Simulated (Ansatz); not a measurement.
# CH3BO: relaxed scan of one distance from a Python script

Program: the Python package of Ansatz 0.2.0. Level of theory: PBE0/def2-SVP. These are calculated values, not measurements.

## (1) Starting point

Bond lengths: B1–C2 1.515 Å, C2–O3 1.211 Å, B1–H4 1.147 Å, B1–H5 1.241 Å, C2–H6 1.070 Å. Angles: B1–C2–O3 120.5°, B1–C2–H6 118.6°, O3–C2–H6 120.8°, C2–B1–H4 122.8°, C2–B1–H5 120.0°, H4–B1–H5 117.2°.

ch3bo.xyz, read by the script:

```xyz
6

B    -0.44350    0.01910   -0.59300
C     0.48710   -0.11540    0.59430
O     0.63530    0.80490    1.36690
H    -0.58720   -0.81430   -1.36760
H    -1.06650    1.07680   -0.77600
H     1.01680   -1.03520    0.72920
```

## (2) The code

ch3bo.py reads:

```python
"""One bond of CH3BO held at set lengths while the rest relaxes."""

import ansatz as az
import numpy as np

BASIS = "def2-SVP"
XC = "pbe0"

ch3bo = az.Crystal.molecule_from_extxyz("ch3bo.xyz")

base = ch3bo.calculation().basis(gaussian=BASIS).functional(XC)
symbols = [site.symbol for site in ch3bo.cartesian_sites]
pairs = [(0, 1), (0, 3), (0, 4), (1, 2), (1, 5)]
print("held (A)   E (eV)        ", "  ".join(f"{symbols[i]}{i}-{symbols[j]}{j}" for i, j in pairs))
for length in [1.06, 1.15, 1.24, 1.38, 1.55]:
    r = base.relax(constraints=[az.DistanceConstraint((0, 3), at=length)], force_tolerance=0.02, max_steps=60).run(threads=1, pin="off").report
    xyz = np.array(r["positions_ang"])
    print(f"{length:6.2f} {r['free_energy_ev']:14.5f}  ", "  ".join(f"{np.linalg.norm(xyz[i] - xyz[j]):.3f}" for i, j in pairs))
```

## (3) The calls as engine input

The engine receives this input (first run):

```yaml
crystal:
  periodic: [false, false, false]
  atoms:
    - { symbol: B, position_ang: [-0.4435, 0.0191, -0.593] }
    - { symbol: C, position_ang: [0.4871, -0.1154, 0.5943] }
    - { symbol: O, position_ang: [0.6353, 0.8049, 1.3669] }
    - { symbol: H, position_ang: [-0.5872, -0.8143, -1.3676] }
    - { symbol: H, position_ang: [-1.0665, 1.0768, -0.776] }
    - { symbol: H, position_ang: [1.0168, -1.0352, 0.7292] }
basis:
  gaussian:
    orbitals: def2-SVP
hamiltonian:
  xc: pbe0
relax:
  f_tol: 0.02
  max_steps: 60
  constraints:
    - { distance: [0, 3], at: 1.06 }
```

## (4) The run

Launch:

```
python ch3bo.py
```

What time and memory should one allow on 1 thread of Intel Xeon 6975P-C (Granite Rapids), shared host?

About 1.8 min, with a peak of 0.21 GiB.
